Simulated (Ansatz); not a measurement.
Antifluorite Mg2Sn was calculated with BLYP (Ansatz, an electronic-structure program, PAW).

Numerical settings: plane-wave cutoff 520 eV, 20×20×20 k mesh, Fermi–Dirac smearing 0.05 eV, perturbation theory, scalar-relativistic PAW data made under PBE.

Computed at the level's own relaxed cell.

Harmonic phonon frequencies (cm⁻¹; i marks an imaginary mode; at Γ without the LO shift):

```csv
q point,frequencies
Γ,0 0 0 166 166 166 196 196 196
X,64 64 118 135 137 137 197 197 271
L,48 48 109 173 176 176 179 179 236
```

No imaginary mode appears at these points.

Note: the solid has no gap at this level, which affects its response.
